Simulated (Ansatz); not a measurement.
in.yaml

```yaml
crystal:
  periodic: [false, false, false]
  atoms:
    - {symbol: Al, position_ang: [0.000000, 0.000000, 0.185630]}
    - {symbol: C, position_ang: [0.000000, 0.000000, -1.962370]}
    - {symbol: H, position_ang: [0.000000, 0.000000, 1.776741]}
basis:
  gaussian: {orbitals: 6-31G}
magnetization: {spin_polarized: true, initial_magnetization: 0}
correlation: {method: ccsdtq, electrons: outside_noble_gas}
```

```sh
$ ansatz run in.yaml --threads 1 --pin off --events-out ev --progress --plain --max-ram 2393MiB
```

Log:

```
502 factors; integrals over basis functions are off by at most 8.0e-8 eV
mean field evaluation 1: about -7620.1424 eV, gradient 7.0e0 eV
mean field evaluation 2: about -7620.1437 eV, gradient 7.0e0 eV
mean field evaluation 4: about -7620.6464 eV, gradient 1.3e0 eV
mean field evaluation 8: about -7620.6638 eV, gradient 2.6e-3 eV
mean field evaluation 16: about -7620.7377 eV, gradient 5.6e-1 eV
mean field evaluation 32: about -7621.7516 eV, gradient 2.4e-6 eV
mean field evaluation 64: about -7620.5120 eV, gradient 6.6e0 eV
mean field evaluation 96: about -7621.7315 eV, gradient 1.5e-1 eV
mean field evaluation 128: about -7621.7496 eV, gradient 1.5e-1 eV
mean field evaluation 160: about -7621.5841 eV, gradient 1.7e0 eV
...
mean field -7621.75155619 eV, -280.0942034811 hartree, gradient 2.7e-6 eV, S^2 1.095812; 33 other end points of the search recorded, 0 dependent functions left out
determinant -7621.75155619 eV, -280.0942034811 hartree, with singles and doubles -7625.17772206 eV, -280.2201127548 hartree
determinant -7621.73664346 eV, -280.0936554486 hartree, with singles and doubles -7625.13328398 eV, -280.2184796851 hartree
determinant -7621.73619797 eV, -280.0936390770 hartree, with singles and doubles -7625.14386054 eV, -280.2188683665 hartree
determinant -7621.30977100 eV, -280.0779681750 hartree, with singles and doubles -7624.60174767 eV, -280.1989460864 hartree
determinant -7620.96522471 eV, -280.0653063324 hartree, with singles and doubles -7623.94043260 eV, -280.1746432057 hartree
determinant -7620.66377192 eV, -280.0542281466 hartree, with singles and doubles -7624.67192275 eV, -280.2015249726 hartree
determinant -7620.59315938 eV, -280.0516331835 hartree, with singles and doubles -7623.91343143 eV, -280.1736509310 hartree
determinant -7619.92719790 eV, -280.0271595505 hartree, with singles and doubles -7623.97387790 eV, -280.1758722976 hartree
determinant -7619.76184597 eV, -280.0210829791 hartree, with singles and doubles -7622.40596873 eV, -280.1182526984 hartree
determinant -7619.75035700 eV, -280.0206607675 hartree, with singles and doubles -7622.63235381 eV, -280.1265721966 hartree
determinant -7619.29420360 eV, -280.0038974392 hartree, with singles and doubles -7622.18830014 eV, -280.1102535253 hartree
determinant -7618.67894074 eV, -279.9812869460 hartree, with singles and doubles -7622.46575876 eV, -280.1204499416 hartree
determinant -7621.75155619 eV, -280.0942034811 hartree, with singles and doubles -7625.23761880 eV, -280.2223139192 hartree
determinant -7621.73664346 eV, -280.0936554486 hartree, with singles and doubles -7625.18405560 eV, -280.2203455079 hartree
determinant -7621.73619797 eV, -280.0936390770 hartree, with singles and doubles -7625.19631173 eV, -280.2207959124 hartree
determinant -7620.66377192 eV, -280.0542281466 hartree, with singles and doubles -7624.67211945 eV, -280.2015322013 hartree
determinant -7621.74712968 eV, -280.0940408101 hartree, with singles and doubles -7625.18610119 eV, -280.2204206819 hartree
determinant -7621.74712968 eV, -280.0940408101 hartree, with singles and doubles -7625.24304691 eV, -280.2225133987 hartree
6 core orbitals not correlated: weight in the atoms' cores, before any rotation towards them, 1.000 or more for the frozen orbitals, at most 0.000 for the correlated occupied ones
reference -7621.74712968 eV, -280.0940408101 hartree; 4, 4 occupied and 14, 14 virtual orbitals, 502 factors
second order -2.50187618 eV of doubles, -0.00000000 eV of singles
...
cycle  26  -4.03973243 eV  change   -5.6e-5 eV  update   2.6e-5
cycle  27  -4.03975517 eV  change   -2.3e-5 eV  update   1.7e-5
cycle  28  -4.03976258 eV  change   -7.4e-6 eV  update   1.0e-5
cycle  29  -4.03975522 eV  change    7.4e-6 eV  update   6.8e-6
cycle  30  -4.03974560 eV  change    9.6e-6 eV  update   5.0e-6
cycle  31  -4.03974416 eV  change    1.4e-6 eV  update   2.8e-6
cycle  32  -4.03974483 eV  change   -6.6e-7 eV  update   1.7e-6
cycle  33  -4.03974551 eV  change   -6.8e-7 eV  update   1.3e-6
cycle  34  -4.03974574 eV  change   -2.3e-7 eV  update   9.1e-7
cycle  35  -4.03974631 eV  change   -5.7e-7 eV  update   7.9e-7
WARN: the results are in doubt because among natural orbitals full CI differs from the method by +0.790 eV
Total energy: -7625.78687600 eV, -280.2424987488 hartree
In doubt: among natural orbitals full CI differs from the method by +0.790 eV
```

The determinant's ⟨S²⟩ is 1.00 against 0.00 for a pure state. The T1 diagnostic is 0.051.

Ran on 1 thread of Arm Neoverse V2, shared host: 39 s wall, 0.24 GiB peak host memory.
